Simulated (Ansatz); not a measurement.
# UMP2/6-31G(d) (Cartesian functions, masses H = 2.014102 u) run of AlH3NO (SMILES [NH2][Al][OH])

We compute molecular dynamics of AlH3NO. 

The calculation is run with Ansatz 0.2.0.

## Step 1: The molecule

AlH3NO: 6 atoms, total charge 0, spin state doublet. SMILES: `[NH2][Al][OH]`. The shape is that of a PBE0-D4/def2-TZVP optimisation. The run starts from this shape.

Bond lengths: N1–Al2 1.769 Å, Al2–O3 1.705 Å, N1–H4 1.009 Å, N1–H5 1.006 Å, O3–H6 0.956 Å. Angles: N1–Al2–O3 116.1°, Al2–N1–H4 124.1°, Al2–N1–H5 125.0°, Al2–O3–H6 122.8°, H4–N1–H5 110.9°.

## Step 2: A short trajectory at UMP2/6-31G(d) (Cartesian functions, masses H = 2.014102 u)

in.yaml reads:

```yaml
crystal:
  periodic: [false, false, false]
  atoms:
    - {symbol: "N", position_ang: [-0.923900, 0.240200, -0.760800]}
    - {symbol: Al, position_ang: [0.595200, 0.601300, 0.070700]}
    - {symbol: O, position_ang: [1.194100, -0.618500, 1.101200]}
    - {symbol: H, position_ang: [-1.434300, -0.623600, -0.657200]}
    - {symbol: H, position_ang: [-1.394700, 0.861600, -1.396800]}
    - {symbol: H, position_ang: [2.005700, -0.525100, 1.596800]}
basis:
  gaussian: {orbitals: "6-31G*"}
magnetization: {spin_polarized: true, initial_magnetization: 1}
correlation: {method: mp2}
md:
  timestep: 2 fs
  n_steps: 30
  ensemble: nve_milne
  temperature: 500
  initial_velocities: maxwell_boltzmann
  seed: 861
  masses: [{species: H, mass: 2.014102}]
```

Started as:

```sh
$ ansatz run in.yaml --threads 1 --pin off --max-ram 2610MiB --events-out events.jsonl --progress --plain --runs-dir runs
```

What values should one expect? Wanted: potential energy of the last frame.

Computed results:

Level: UMP2/6-31G* (Cartesian functions, masses H = 2.014102 u), 7 core orbitals frozen.

```
                          quantity          value
potential energy of the last frame  -373.39263 Eh
```
